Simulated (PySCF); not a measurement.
# A diatomic session: SH+, part 2 of 2

PySCF 2.14.0; H cc-pVTZ, S cc-pV(T+d)Z; no relativity. The steps go on from the part before.

### 8 M06

Log of the SCF at 1.370 Å:

```text
[... 13 set-up lines left out, the same as in an earlier log ...]
max_memory 909 MB (current use 304 MB)
[... 3 set-up lines left out, the same as in an earlier log ...]
XC functionals = M06
    Y. Zhao and D. G. Truhlar.,  Theor. Chem. Acc. 120, 215 (2008)
    Y. Zhao and D. G. Truhlar.,  Theor. Chem. Acc. 120, 215 (2008)
[... 2 set-up lines left out, the same as in an earlier log ...]
init E= -398.358271745829
cycle= 1 E= -398.360209300698  delta_E= -0.00194  |g|= 0.0126  |ddm|= 0.173
cycle= 2 E= -398.360325148008  delta_E= -0.000116  |g|= 0.00448  |ddm|= 0.0396
cycle= 3 E= -398.36034002376  delta_E= -1.49e-05  |g|= 0.00205  |ddm|= 0.0136
cycle= 4 E= -398.360343209681  delta_E= -3.19e-06  |g|= 0.000472  |ddm|= 0.0058
cycle= 5 E= -398.360343472328  delta_E= -2.63e-07  |g|= 0.00023  |ddm|= 0.00195
cycle= 6 E= -398.36034351906  delta_E= -4.67e-08  |g|= 5.27e-05  |ddm|= 0.000784
cycle= 7 E= -398.360343522236  delta_E= -3.18e-09  |g|= 4.81e-06  |ddm|= 0.000281
cycle= 8 E= -398.36034352226  delta_E= -2.48e-11  |g|= 8.37e-07  |ddm|= 2.85e-05
Extra cycle  E= -398.360343522262  delta_E= -1.25e-12  |g|= 4.02e-07  |ddm|= 2.7e-06
converged SCF energy = -398.360343522262  <S^2> = 2.0068956  2S+1 = 3.0045935
```

Re = 1.372 Å, ωe = 2489 cm⁻¹, ωexe = 41.2 cm⁻¹, αe = 0.274 cm⁻¹, Be = 9.161 cm⁻¹, De = 3.78 eV, μ = -1.24 D. 11 s of CPU time for 12 points, integrals apart.

### 9 r²SCAN0 (hybrid meta-GGA)

The SCF at the reference distance, 1.370 Å, printed:

```text
[... 17 set-up lines left out, the same as in an earlier log ...]
XC functionals = HYB_MGGA_XC_R2SCAN0
    M. Bursch, H. Neugebauer, S. Ehlert, and S. Grimme.,  J. Chem. Phys. 156, 134105 (2022)
[... 2 set-up lines left out, the same as in an earlier log ...]
init E= -398.34862352176
cycle= 1 E= -398.349221377852  delta_E= -0.000598  |g|= 0.00569  |ddm|= 0.0885
cycle= 2 E= -398.349242336493  delta_E= -2.1e-05  |g|= 0.00139  |ddm|= 0.0154
cycle= 3 E= -398.349244261942  delta_E= -1.93e-06  |g|= 0.000436  |ddm|= 0.00334
cycle= 4 E= -398.34924451646  delta_E= -2.55e-07  |g|= 0.000103  |ddm|= 0.00139
cycle= 5 E= -398.349244527885  delta_E= -1.14e-08  |g|= 3.8e-05  |ddm|= 0.000254
cycle= 6 E= -398.349244531128  delta_E= -3.24e-09  |g|= 1.38e-05  |ddm|= 0.000207
cycle= 7 E= -398.349244531515  delta_E= -3.87e-10  |g|= 5.66e-06  |ddm|= 8.81e-05
Extra cycle  E= -398.349244531536  delta_E= -2.13e-11  |g|= 3.62e-06  |ddm|= 1.87e-05
converged SCF energy = -398.349244531536  <S^2> = 2.0124093  2S+1 = 3.0082615
```

Re = 1.360 Å, ωe = 2605 cm⁻¹, ωexe = 45.5 cm⁻¹, αe = 0.269 cm⁻¹, Be = 9.324 cm⁻¹, De = 3.81 eV, μ = -1.33 D. 12 s of CPU time for 12 points, integrals apart.

### 10 B2PLYP (double hybrid)

Log of the SCF at 1.370 Å:

```text
[... 17 set-up lines left out, the same as in an earlier log ...]
XC functionals = 0.53*HF + 0.47*B88, 0.73*LYP
    A. D. Becke.,  Phys. Rev. A 38, 3098 (1988)
    C. Lee, W. Yang, and R. G. Parr.,  Phys. Rev. B 37, 785 (1988)
    B. Miehlich, A. Savin, H. Stoll, and H. Preuss.,  Chem. Phys. Lett. 157, 200 (1989)
[... 2 set-up lines left out, the same as in an earlier log ...]
init E= -398.216125345846
cycle= 1 E= -398.216666157921  delta_E= -0.000541  |g|= 0.0056  |ddm|= 0.0851
cycle= 2 E= -398.216683011835  delta_E= -1.69e-05  |g|= 0.00117  |ddm|= 0.00799
cycle= 3 E= -398.216684644753  delta_E= -1.63e-06  |g|= 0.000402  |ddm|= 0.00229
cycle= 4 E= -398.216684919135  delta_E= -2.74e-07  |g|= 0.000113  |ddm|= 0.00122
cycle= 5 E= -398.216684947468  delta_E= -2.83e-08  |g|= 5.55e-05  |ddm|= 0.000508
cycle= 6 E= -398.216684953565  delta_E= -6.1e-09  |g|= 2.05e-05  |ddm|= 0.000266
cycle= 7 E= -398.216684954601  delta_E= -1.04e-09  |g|= 2.97e-06  |ddm|= 0.000154
cycle= 8 E= -398.216684954616  delta_E= -1.46e-11  |g|= 5.91e-07  |ddm|= 1.62e-05
Extra cycle  E= -398.216684954617  delta_E= -6.82e-13  |g|= 2.11e-07  |ddm|= 1.35e-06
converged SCF energy = -398.216684954617  <S^2> = 2.0102366  2S+1 = 3.0068166
```

Re = 1.364 Å, ωe = 2569 cm⁻¹, ωexe = 46.3 cm⁻¹, αe = 0.274 cm⁻¹, Be = 9.280 cm⁻¹, De = 3.75 eV, μ = -1.32 D.

### 11 ωB97X

Log of the SCF at 1.370 Å:

```text
[... 13 set-up lines left out, the same as in an earlier log ...]
max_memory 909 MB (current use 305 MB)
[... 3 set-up lines left out, the same as in an earlier log ...]
XC functionals = WB97X
    J.-D. Chai and M. Head-Gordon.,  J. Chem. Phys. 128, 084106 (2008)
[... 2 set-up lines left out, the same as in an earlier log ...]
init E= -398.372405517466
cycle= 1 E= -398.373127728168  delta_E= -0.000722  |g|= 0.00618  |ddm|= 0.141
cycle= 2 E= -398.37316844445  delta_E= -4.07e-05  |g|= 0.00172  |ddm|= 0.0291
cycle= 3 E= -398.373172293891  delta_E= -3.85e-06  |g|= 0.000308  |ddm|= 0.00978
cycle= 4 E= -398.373172421946  delta_E= -1.28e-07  |g|= 0.000129  |ddm|= 0.00125
cycle= 5 E= -398.373172446856  delta_E= -2.49e-08  |g|= 4.91e-05  |ddm|= 0.000461
cycle= 6 E= -398.373172453108  delta_E= -6.25e-09  |g|= 1.29e-05  |ddm|= 0.000294
cycle= 7 E= -398.373172453493  delta_E= -3.85e-10  |g|= 2.43e-06  |ddm|= 8.72e-05
Extra cycle  E= -398.3731724535  delta_E= -7.28e-12  |g|= 1.07e-06  |ddm|= 6.87e-06
converged SCF energy = -398.3731724535  <S^2> = 2.0065391  2S+1 = 3.0043562
```

Re = 1.362 Å, ωe = 2613 cm⁻¹, ωexe = 44.2 cm⁻¹, αe = 0.265 cm⁻¹, Be = 9.305 cm⁻¹, De = 3.85 eV, μ = -1.33 D.

### 12 UHF (mean field)

Log of the SCF at 1.370 Å:

```text
******** <class 'pyscf.scf.uhf_symm.SymAdaptedUHF'> ********
method = SymAdaptedUHF
[... 13 set-up lines left out, the same as in an earlier log ...]
Overwritten attributes  get_k get_hcore get_occ get_jk get_j  of <class 'pyscf.scf.uhf_symm.SymAdaptedUHF'>
[... 1 set-up line left out, the same as in an earlier log ...]
init E= -397.763891362544
cycle= 1 E= -397.76872482876  delta_E= -0.00483  |g|= 0.0187  |ddm|= 0.17
cycle= 2 E= -397.769035301122  delta_E= -0.00031  |g|= 0.0076  |ddm|= 0.0308
cycle= 3 E= -397.769114933539  delta_E= -7.96e-05  |g|= 0.00226  |ddm|= 0.0171
cycle= 4 E= -397.769123840651  delta_E= -8.91e-06  |g|= 0.000769  |ddm|= 0.00648
cycle= 5 E= -397.769125118787  delta_E= -1.28e-06  |g|= 0.000419  |ddm|= 0.00276
cycle= 6 E= -397.769125638759  delta_E= -5.2e-07  |g|= 0.000189  |ddm|= 0.00248
cycle= 7 E= -397.769125751484  delta_E= -1.13e-07  |g|= 3.2e-05  |ddm|= 0.00162
cycle= 8 E= -397.769125753597  delta_E= -2.11e-09  |g|= 5.28e-06  |ddm|= 0.000173
cycle= 9 E= -397.769125753638  delta_E= -4.17e-11  |g|= 1.16e-06  |ddm|= 1.91e-05
Extra cycle  E= -397.769125753639  delta_E= -7.39e-13  |g|= 5.37e-07  |ddm|= 2.68e-06
converged SCF energy = -397.769125753639  <S^2> = 2.0219273  2S+1 = 3.0145828
```

Re = 1.348 Å, ωe = 2722 cm⁻¹, ωexe = 44.3 cm⁻¹, αe = 0.255 cm⁻¹, Be = 9.501 cm⁻¹, De = 2.71 eV, μ = -1.34 D. 1.9 s of CPU time for 12 points, integrals apart.

### 13 Adding correlation

Reference: UHF; core orbitals frozen: 5.

The coupled-cluster run at the reference distance, 1.370 Å, printed:

```text
******** <class 'pyscf.cc.uccsd.UCCSD'> ********
CC2 = 0
CCSD nocc = (np.int64(4), np.int64(2)), nmo = (48, 48)
frozen orbitals [[0, 1, 2, 3, 4], [0, 1, 2, 3, 4]]
max_cycle = 80
direct = 0
conv_tol = 1e-07
conv_tol_normt = 1e-05
diis_space = 8
diis_start_cycle = 0
diis_start_energy_diff = 1e+09
max_memory 909 MB (current use 367 MB)
Init t2, MP2 energy = -0.115345790161172
Init E_corr(UCCSD) = -0.11534579016145
cycle = 1  E_corr(UCCSD) = -0.133567878676164  dE = -0.0182220885  norm(t1,t2) = 0.0500304
cycle = 2  E_corr(UCCSD) = -0.138208120359438  dE = -0.00464024168  norm(t1,t2) = 0.019567
cycle = 3  E_corr(UCCSD) = -0.140930643591313  dE = -0.00272252323  norm(t1,t2) = 0.009373
cycle = 4  E_corr(UCCSD) = -0.140845513378897  dE = 8.51302124e-05  norm(t1,t2) = 0.00170958
cycle = 5  E_corr(UCCSD) = -0.140835483937714  dE = 1.00294412e-05  norm(t1,t2) = 0.000489057
cycle = 6  E_corr(UCCSD) = -0.140843592475197  dE = -8.10853748e-06  norm(t1,t2) = 0.000185202
cycle = 7  E_corr(UCCSD) = -0.140842440959963  dE = 1.15151523e-06  norm(t1,t2) = 4.02415e-05
cycle = 8  E_corr(UCCSD) = -0.140842902060526  dE = -4.61100563e-07  norm(t1,t2) = 8.946e-06
cycle = 9  E_corr(UCCSD) = -0.140842775293128  dE = 1.26767398e-07  norm(t1,t2) = 2.64872e-06
cycle = 10  E_corr(UCCSD) = -0.140842754485646  dE = 2.08074828e-08  norm(t1,t2) = 8.11315e-07
UCCSD converged
E(UCCSD) = -397.9099685081247  E_corr = -0.1408427544856455
UCCSD(T) correction = -0.0045032512478218
```

Correlation energy (eV) along the bond:

| R (Å) | MP2 | SCS-MP2 | CCSD | CCSD(T) | T1 |
| --- | --- | --- | --- | --- | --- |
| 1.178 | -3.099 | -3.141 | n/a | n/a | n/a |
| 1.233 | -3.108 | -3.150 | -3.787 | -3.903 | 0.014 |
| 1.288 | -3.119 | -3.162 | -3.803 | -3.921 | 0.014 |
| 1.329 | -3.128 | -3.172 | -3.817 | -3.937 | 0.014 |
| 1.370 | -3.139 | -3.183 | -3.833 | -3.955 | 0.014 |
| 1.411 | -3.150 | -3.195 | -3.849 | -3.974 | 0.014 |
| 1.466 | -3.167 | -3.212 | -3.874 | -4.002 | 0.014 |
| 1.534 | -3.190 | -3.236 | -3.907 | -4.041 | 0.014 |
| 1.617 | -3.217 | -3.262 | -3.950 | -4.090 | 0.015 |
| 1.726 | -3.233 | -3.270 | n/a | n/a | n/a |

UHF-MP2: Re = 1.358 Å, ωe = 2620 cm⁻¹, ωexe = 46.2 cm⁻¹, αe = 0.272 cm⁻¹, Be = 9.360 cm⁻¹, De = 3.39 eV.

UHF-SCS-MP2: Re = 1.358 Å, ωe = 2616 cm⁻¹, ωexe = 45.0 cm⁻¹, αe = 0.271 cm⁻¹, Be = 9.353 cm⁻¹, De = 3.52 eV.

UHF-CCSD: Re = 1.363 Å, ωe = 2572 cm⁻¹, ωexe = 48.3 cm⁻¹, αe = 0.280 cm⁻¹, Be = 9.293 cm⁻¹, De = 3.55 eV.

UHF-CCSD(T): Re = 1.365 Å, ωe = 2551 cm⁻¹, ωexe = 49.2 cm⁻¹, αe = 0.285 cm⁻¹, Be = 9.260 cm⁻¹, De = 3.57 eV.

### 14 The curves together

Energy (eV) from each level's lowest point:

| R (Å) | UHF | UHF-MP2 | UHF-SCS-MP2 | UHF-CCSD | UHF-CCSD(T) | PBE | r²SCAN | PBE0 | r²SCAN0 | M06 | ωB97X | B2PLYP |
| --- | --- | --- | --- | --- | --- | --- | --- | --- | --- | --- | --- | --- |
| 1.178 | 0.511 | 0.550 | 0.552 | n/a | n/a | 0.653 | 0.593 | 0.601 | 0.561 | 0.598 | 0.574 | 0.571 |
| 1.233 | 0.209 | 0.238 | 0.240 | 0.252 | 0.259 | 0.313 | 0.270 | 0.275 | 0.247 | 0.278 | 0.255 | 0.255 |
| 1.288 | 0.048 | 0.066 | 0.067 | 0.075 | 0.080 | 0.112 | 0.086 | 0.088 | 0.072 | 0.092 | 0.075 | 0.077 |
| 1.329 | 0.000 | 0.009 | 0.009 | 0.014 | 0.016 | 0.032 | 0.019 | 0.020 | 0.012 | 0.023 | 0.013 | 0.015 |
| 1.370 | 0.002 | 0.000 | 0.000 | 0.000 | 0.000 | 0.000 | 0.000 | 0.000 | 0.000 | 0.000 | 0.000 | 0.000 |
| 1.411 | 0.043 | 0.030 | 0.030 | 0.025 | 0.023 | 0.007 | 0.020 | 0.020 | 0.028 | 0.016 | 0.027 | 0.024 |
| 1.466 | 0.149 | 0.119 | 0.117 | 0.106 | 0.100 | 0.065 | 0.094 | 0.095 | 0.113 | 0.083 | 0.111 | 0.104 |
| 1.534 | 0.338 | 0.286 | 0.284 | 0.262 | 0.251 | 0.195 | 0.244 | 0.246 | 0.276 | 0.225 | 0.275 | 0.260 |
| 1.617 | 0.622 | 0.542 | 0.541 | 0.503 | 0.486 | 0.407 | 0.478 | 0.485 | 0.528 | 0.452 | 0.531 | 0.503 |
| 1.726 | 1.044 | 0.948 | 0.955 | n/a | n/a | 0.744 | 0.842 | 0.858 | 0.915 | 0.813 | 0.928 | 0.877 |

### 15 What came out

This closing draws on all 2 parts.

Lowest PBE0 solution found, without spin–orbit coupling: ³Σ⁻ (triplet), unpaired electrons π ↑↑. State 2 has its PBE0 minimum 0.46 eV higher, as a spin-mixed determinant (⟨S²⟩ = 1.01), so this is no gap between pure states. The other levels ran on the lowest alone.

| level | Re (Å) | ωe (cm⁻¹) | De (eV) | μ (D) |
| --- | --- | --- | --- | --- |
| UHF | 1.348 | 2722 | 2.71 | -1.34 |
| UHF-MP2 | 1.358 | 2620 | 3.39 | n/a |
| UHF-SCS-MP2 | 1.358 | 2616 | 3.52 | n/a |
| UHF-CCSD | 1.363 | 2572 | 3.55 | n/a |
| UHF-CCSD(T) | 1.365 | 2551 | 3.57 | n/a |
| PBE | 1.382 | 2460 | 3.87 | -1.31 |
| r²SCAN | 1.368 | 2543 | 3.86 | -1.33 |
| PBE0 | 1.369 | 2558 | 3.81 | -1.33 |
| r²SCAN0 | 1.360 | 2605 | 3.81 | -1.33 |
| M06 | 1.372 | 2489 | 3.78 | -1.24 |
| ωB97X | 1.362 | 2613 | 3.85 | -1.33 |
| B2PLYP | 1.364 | 2569 | 3.75 | -1.32 |

De is counted to H + S+ in their ground configurations. A positive dipole points from H to S; in an ion it is taken about the centre of mass and does not tell which atom is negative.

Differences from CCSD(T) in the same basis:

| level | Re (mÅ) | ωe (%) |
| --- | --- | --- |
| UHF | -17 | +6.7 |
| UHF-MP2 | -7 | +2.7 |
| UHF-SCS-MP2 | -7 | +2.6 |
| UHF-CCSD | -2 | +0.8 |
| PBE | +17 | -3.6 |
| r²SCAN | +3 | -0.3 |
| PBE0 | +4 | +0.3 |
| r²SCAN0 | -5 | +2.1 |
| M06 | +7 | -2.4 |
| ωB97X | -3 | +2.4 |
| B2PLYP | -2 | +0.7 |

Time per point (s) on 1 thread, shared host (CPU time, shared integrals of 0.099 s apart; correlated levels include their reference; CCSD comes with the CCSD(T) run); the times are rough: UHF 0.16, UHF-MP2 0.24, UHF-SCS-MP2 0.24, PBE 0.52, r²SCAN 0.84, PBE0 0.83, r²SCAN0 0.96, M06 0.91, ωB97X 0.68, B2PLYP 0.53; the reference 2.3.

The cheapest levels within 10 mÅ and 2.5 % of CCSD(T): r²SCAN (0.84 s), B2PLYP (0.53 s), PBE0 (0.83 s), ωB97X (0.68 s). The dearest run takes 2.3 s.

In words: Against CCSD(T) in the same basis, the bond length is nearest at UHF-CCSD and B2PLYP (-2 mÅ) and farthest at UHF and PBE (17 mÅ off); the wavenumber is nearest at r²SCAN and PBE0 (0.3 % off) and farthest at UHF (+6.7 %). Hartree–Fock falls on the short and stiff side, its usual fault. PBE gives a bond that is too long and too soft, as GGAs tend to. Of the levels with a De here, UHF gives the least (2.71 eV) and PBE the most (3.87 eV).

Correlated steps freeze 5 core orbitals. B2PLYP dipoles, levels and charges come from its SCF part alone.
